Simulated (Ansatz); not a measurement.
bcc Mo, treated with LDA (PAW; Ansatz, a first-principles code).

Run with plane-wave cutoff 520 eV, 28×28×28 k mesh, Fermi–Dirac smearing 0.088 eV (set by the program), no spin polarisation, scalar-relativistic PAW data made under PBE.

Computed at the level's own relaxed cell.

```yaml
crystal:
  lattice:
    - [-1.55572, 1.55572, 1.55572]
    - [1.55572, -1.55572, 1.55572]
    - [1.55572, 1.55572, -1.55572]
  atoms:
    - { symbol: Mo, position: [0.00000, 0.00000, 0.00000] }
```

Task: Give the elastic tensor (Voigt notation, GPa, ions relaxed, in the Cartesian axes of the cell as printed).

Result: 
```
  508.9   183.7   183.7     0.0     0.0     0.0
  183.7   508.9   183.7     0.0     0.0     0.0
  183.7   183.7   508.9     0.0     0.0     0.0
    0.0     0.0     0.0   105.3     0.0     0.0
    0.0     0.0     0.0     0.0   105.3     0.0
    0.0     0.0     0.0     0.0     0.0   105.3
```

Measured, for comparison: elastic constant C11 478 GPa, elastic constant C12 160 GPa, elastic constant C44 112 GPa (0 K, 300 K values taken to 0 K by the source's computed thermal shift; zero-point effects included; as tabulated in Gong and Corso (2024), arXiv:2406.16634). Computed (rounded) less measured: elastic constant C11 +6 %, elastic constant C12 +15 %, elastic constant C44 -6 %.

Note: shear constants of such metals converge slowly with the k mesh.

Computed values are for the static lattice.
